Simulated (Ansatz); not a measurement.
Ansatz (an electronic-structure program) input:

Ansatz 0.2 input:
```yaml
crystal:
  periodic: [false, false, false]
  atoms:
    - {symbol: S, position_ang: [0.00184013, 0.00030176, 0.10309296]}
    - {symbol: H, position_ang: [-0.00752722, 0.96781232, -0.82771199]}
    - {symbol: H, position_ang: [-0.02191490, -0.97264043, -0.82177540]}
basis:
  gaussian:
    orbitals: def2-TZVP
hamiltonian:
  xc: b3lyp
  dispersion: d3bj
phonons: {temperatures: {t_min: 298.15, t_max: 298.15, t_step: 100}}
```

Which total energy does the run end on?

-399.42675 Eh (B3LYP-D3(BJ)/def2-TZVP). The basis has 49 functions.
